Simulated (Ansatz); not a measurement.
α-quartz (SiO2): PBE at its full settings (plane-wave cutoff 520 eV, 12×12×6 k mesh (along the axes of the cell as run), Fermi–Dirac smearing 0.01 eV, scalar-relativistic PAW data made under PBE) and at cheaper ones, in a cell of 9 atoms with Γ-centred meshes.

| level and setting | equilibrium lattice constant a (Å) | c axis length (Å) | bulk modulus (GPa) |
|---|---|---|---|
| PBE (Ansatz) | 5.022 | 5.510 | 31.7 |
| PBE (Γ point alone) (Ansatz) | ? | ? | ? |
| PBE (2×2×2 k mesh) (Ansatz) | 5.022 | 5.514 | 32.5 |
| PBE (4×4×4 k mesh) (Ansatz) | 5.022 | 5.510 | 31.7 |
| PBE (6×6×6 k mesh) (Ansatz) | 5.022 | 5.510 | 31.7 |
| PBE (Fermi-Dirac smearing of 0.3 eV) (Ansatz) | 5.022 | 5.510 | 31.7 |

Task: Estimate the withheld entries.

Result: 
- PBE (Γ point alone) (Ansatz, a program for electronic structure), equilibrium lattice constant a (Å): 4.878
- PBE (Γ point alone) (Ansatz), c axis length (Å): 5.341
- PBE (Γ point alone) (Ansatz), bulk modulus (GPa): 60.9

Largest shifts from the full settings: lattice constant a -2.87 % (PBE (Γ point alone)), against a difference of +2.20 % of the full result from the reference 4.914 Å (measured, 298 K, no zero-point or thermal correction; as tabulated in Sutter and Yavaş (2016), arXiv:1612.07049); lattice parameter c -3.07 % (PBE (Γ point alone)), against a difference of +1.94 % of the full result from the reference 5.405 Å (measured, 298 K, not corrected to a static lattice; as tabulated in Sutter and Yavaş (2016), arXiv:1612.07049); bulk modulus +92 % (PBE (Γ point alone)), against a difference of -14.6 % of the full result from the reference 37.1 ± 0.09 GPa (measured, room temperature, no zero-point or thermal correction, equation of state from high-pressure X-ray diffraction; as tabulated in Angel, Allan, Miletich, Finger, J. Appl. Cryst. 30, 461 (1997)).

The full settings aren't shown to be converged themselves.

Ansatz's density-functional and Hartree–Fock values are scalar-relativistic unless marked +SOC, with PAW data made under PBE.

Run with cheap settings on purpose, which may leave them unconverged: PBE (2×2×2 k mesh), PBE (4×4×4 k mesh), PBE (6×6×6 k mesh), PBE (Fermi-Dirac smearing of 0.3 eV), PBE (Γ point alone).
